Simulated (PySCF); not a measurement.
Gas-phase reaction: 2 SiCl₃NH₂ + N₂ + Si ⇌ 3 SiCl₂ + 2 N₂H₂

Energies from PySCF, thermal terms from the rigid-rotor harmonic-oscillator model, ideal gas at 1 bar. † marks an energy on the PBE0/def2-TZVP geometry and frequencies; other levels use their own. CCSD(T) freezes the core. 6-31G* has spherical d functions here. Open shells (unrestricted): Si (multiplicity 3, electronic degeneracy 9); the rest are closed-shell singlets. Spin-orbit splitting is ignored; it lowers the true energy and changes the entropy of Si. B3LYP is the form with VWN-RPA correlation. SiCl₃NH₂: computed as isolated molecules; such fragments, hydroxides, amides, oligomers or adducts are transient or little studied in the gas. CCSD(T) isn't extrapolated to the basis-set limit; its ΔH°(298 K) is 626.8 kJ in def2-SVP and 653.8 kJ in def2-TZVPP. The harmonic model lacks anharmonicity and excited electronic states, which grow with temperature; levels with a mode under 35 cm⁻¹ are left out. Internal rotation in SiCl₃NH₂ is treated as a harmonic vibration of one conformer, which makes the entropy rough.

```
level                ΔE electronic, kJ  ΔH°(298 K), kJ  ΔS°(298 K), J/K  ΔG°(800 K), kJ
-------------------  -----------------  --------------  ---------------  --------------
B3LYP/6-31G*                       544             534              207             380
CCSD(T)/def2-TZVPP†                663             654              202             504
HF/6-31G*                          752             747              207             593
PBE0/def2-QZVP†                    629             620              202             470
PBE0/def2-TZVP                     629             620              202             470
ωB97M-V/def2-TZVP†                 622             613              202             463
```
ΔH° is lowest at B3LYP/6-31G* and highest at HF/6-31G*. No reference value is set beside these.
